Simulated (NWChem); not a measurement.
System: Li2; SMILES [Li][Li]

Here is an NWChem input.

```
start job
memory heap 200 mb stack 900 mb global 1100 mb
geometry units angstroms noautoz
  Li     0.000000     0.000000    -1.363455
  Li     0.000000     0.000000     1.363455
end
basis spherical
  * library def2-tzvp
end
dft
  xc m05-2x
  iterations 150
  mulliken
end
task dft energy
```

Parts of the log:

```
             Northwest Computational Chemistry Package (NWChem) 7.3.0
             --------------------------------------------------------

 ORDER OF PRIMARY AXIS IS BEING SET TO 4
 D4H symmetry detected

                             Geometry "geometry" -> ""
                             -------------------------

 Output coordinates in angstroms (scale by  1.889725989 to convert to a.u.)

  No.       Tag          Charge          X              Y              Z
 ---- ---------------- ---------- -------------- -------------- --------------
    1 Li                   3.0000     0.00000000     0.00000000    -1.36345500
    2 Li                   3.0000     0.00000000     0.00000000     1.36345500

 Effective nuclear repulsion energy (a.u.)       1.7465172085

      Symmetry information
      --------------------

 Group name             D4h
 Group number             28
 Group order              16
 No. of unique centers     1

                                 NWChem DFT Module
                                 -----------------

 Summary of "ao basis" -> "ao basis" (spherical)
 ------------------------------------------------------------------------------
       Tag                 Description            Shells   Functions and Types
 ---------------- ------------------------------  ------  ---------------------
 Li                        def2-tzvp                 8       14   5s3p

      Symmetry analysis of basis
      --------------------------

        a1g         8
        a1u         0
        a2g         0
        a2u         8
        b1g         0
        b1u         0
        b2g         0
        b2u         0
        eg          6
        eu          6

            General Information
            -------------------
          SCF calculation type: DFT
          Wavefunction type:  closed shell.
          No. of atoms     :     2
          No. of electrons :     6
           Alpha electrons :     3
            Beta electrons :     3
          Charge           :     0
          Spin multiplicity:     1
          Use of symmetry is: on ; symmetry adaption is: on
          Maximum number of iterations: 150
          AO basis - number of functions:    28
                     number of shells:    16
          Convergence on energy requested:  1.00D-06
          Convergence on density requested:  1.00D-05
          Convergence on gradient requested:  5.00D-04

              XC Information
              --------------
                       M05-2X Method XC Functional
                     Hartree-Fock (Exact) Exchange  0.560
                M05-2X metaGGA Exchange Functional  0.440
                      M05-2X Correlation Potential  1.000

             Grid Information
             ----------------
          Grid used for XC integration:  medium
          Radial quadrature: Mura-Knowles
          Angular quadrature: Lebedev.
          Tag              B.-S. Rad. Rad. Pts. Rad. Cut. Ang. Pts.
          ---              ---------- --------- --------- ---------
          Li                  1.45       49          13.0       434
          Grid pruning is: on
          Number of quadrature shells:    49
          Spatial weights used:  Erf1

      Superposition of Atomic Density Guess
      -------------------------------------

 Sum of atomic energies:         -14.86530318

      Non-variational initial energy
      ------------------------------

 Total energy =     -14.805099
 1-e energy   =     -22.879705
 2-e energy   =       6.328088
 HOMO         =      -0.161930
 LUMO         =      -0.019391

      Symmetry analysis of molecular orbitals - initial
      -------------------------------------------------

  Numbering of irreducible representations:

     1 a1g         2 a1u         3 a2g         4 a2u         5 b1g
     6 b1u         7 b2g         8 b2u         9 eg         10 eu

  Orbital symmetries:

     1 a1g         2 a2u         3 a1g         4 a2u         5 eu
     6 eu          7 a1g         8 eg          9 eg         10 a1g
    11 a2u        12 a2u        13 a1g

     ---------------------------------------------
      Total Density - Mulliken Population Analysis
     ---------------------------------------------

    Atom       Charge   Shell Charges
 -----------   ------   -------------------------------------------------------
    1 Li   3     3.00   0.36  1.30  0.32  0.45  0.53  0.01  0.04  0.00
    2 Li   3     3.00   0.36  1.30  0.32  0.45  0.53  0.01  0.04  0.00

   convergence    iter        energy       DeltaE   RMS-Dens  Diis-err
 ---------------- ----- ----------------- --------- --------- ---------
 d= 0,ls=0.0,diis     1    -15.0053395390 -1.68D+01  6.19D-03  1.17D-01
 d= 0,ls=0.0,diis     2    -15.0093995737 -4.06D-03  7.50D-04  2.62D-04
 d= 0,ls=0.0,diis     3    -15.0094325564 -3.30D-05  1.37D-04  4.70D-06
 d= 0,ls=0.0,diis     4    -15.0094335162 -9.60D-07  1.10D-05  6.38D-08
 d= 0,ls=0.0,diis     5    -15.0094335232 -7.01D-09  4.23D-07  1.47D-10

         Total DFT energy =      -15.009433523210
      One electron energy =      -23.064644153156
           Coulomb energy =        9.999996325381
    Exchange-Corr. energy =       -3.691302903921
 Nuclear repulsion energy =        1.746517208488

 Numeric. integr. density =        6.000000193318

                  Occupations of the irreducible representations
                  ----------------------------------------------

                     irrep           alpha         beta
                     --------     --------     --------
                     a1g               2.0          2.0
                     a1u               0.0          0.0
                     a2g               0.0          0.0
                     a2u               1.0          1.0
                     b1g               0.0          0.0
                     b1u               0.0          0.0
                     b2g               0.0          0.0
                     b2u               0.0          0.0
                     eg                0.0          0.0
                     eu                0.0          0.0

                       DFT Final Molecular Orbital Analysis
                       ------------------------------------

 Vector    1  Occ=2.000000D+00  E=-2.180932D+00  Symmetry=a1g
              MO Center=  0.0D+00,  0.0D+00, -6.6D-17, r^2= 2.0D+00
   Bfn.  Coefficient  Atom+Function         Bfn.  Coefficient  Atom+Function
  ----- ------------  ---------------      ----- ------------  ---------------
     2      0.450021  1 Li s                 16      0.450021  2 Li s
     1      0.175033  1 Li s                 15      0.175033  2 Li s
     3      0.167216  1 Li s                 17      0.167216  2 Li s

 Vector    2  Occ=2.000000D+00  E=-2.180509D+00  Symmetry=a2u
              MO Center=  0.0D+00,  0.0D+00,  2.2D-16, r^2= 2.0D+00
   Bfn.  Coefficient  Atom+Function         Bfn.  Coefficient  Atom+Function
  ----- ------------  ---------------      ----- ------------  ---------------
     2      0.450415  1 Li s                 16     -0.450415  2 Li s
     1      0.175093  1 Li s                 15     -0.175093  2 Li s
     3      0.167209  1 Li s                 17     -0.167209  2 Li s

 Vector    3  Occ=2.000000D+00  E=-1.609592D-01  Symmetry=a1g
              MO Center=  0.0D+00,  0.0D+00,  2.9D-16, r^2= 5.1D+00
   Bfn.  Coefficient  Atom+Function         Bfn.  Coefficient  Atom+Function
  ----- ------------  ---------------      ----- ------------  ---------------
     4      0.340107  1 Li s                 18      0.340107  2 Li s
     5      0.259316  1 Li s                 19      0.259316  2 Li s
     2     -0.102071  1 Li s                 16     -0.102071  2 Li s
     3     -0.098011  1 Li s                 17     -0.098011  2 Li s
    11      0.070596  1 Li pz                25     -0.070596  2 Li pz

 Vector    4  Occ=0.000000D+00  E=-3.006771D-02  Symmetry=a2u
              MO Center= -1.4D-14,  4.2D-14, -1.3D-14, r^2= 1.1D+01
   Bfn.  Coefficient  Atom+Function         Bfn.  Coefficient  Atom+Function
  ----- ------------  ---------------      ----- ------------  ---------------
     5      0.740012  1 Li s                 19     -0.740012  2 Li s
     4      0.242505  1 Li s                 18     -0.242505  2 Li s
    11     -0.176168  1 Li pz                25     -0.176168  2 Li pz
     3     -0.084367  1 Li s                 17      0.084367  2 Li s
     2     -0.073976  1 Li s                 16      0.073976  2 Li s

 Vector    5  Occ=0.000000D+00  E= 7.825692D-03  Symmetry=eu
              MO Center= -4.5D-15,  1.1D-15, -6.7D-15, r^2= 6.8D+00
   Bfn.  Coefficient  Atom+Function         Bfn.  Coefficient  Atom+Function
  ----- ------------  ---------------      ----- ------------  ---------------
     9      0.544259  1 Li px                23      0.544259  2 Li px
    10     -0.131827  1 Li py                24     -0.131827  2 Li py
     6      0.072115  1 Li px                20      0.072115  2 Li px

 Vector    6  Occ=0.000000D+00  E= 7.825692D-03  Symmetry=eu
              MO Center=  1.1D-15,  4.5D-15, -1.0D-14, r^2= 6.8D+00
   Bfn.  Coefficient  Atom+Function         Bfn.  Coefficient  Atom+Function
  ----- ------------  ---------------      ----- ------------  ---------------
    10      0.544259  1 Li py                24      0.544259  2 Li py
     9      0.131827  1 Li px                23      0.131827  2 Li px
     7      0.072115  1 Li py                21      0.072115  2 Li py

     ---------------------------------------------
      Total Density - Mulliken Population Analysis
     ---------------------------------------------

    Atom       Charge   Shell Charges
 -----------   ------   -------------------------------------------------------
    1 Li   3     3.00   0.37  1.26  0.35  0.52  0.44  0.01  0.05  0.00
    2 Li   3     3.00   0.37  1.26  0.35  0.52  0.44  0.01  0.05  0.00

[...]
```

Level: M05-2X/def2-TZVP. Coordinates come from a B3LYP/6-31G* (spherical d) optimisation.
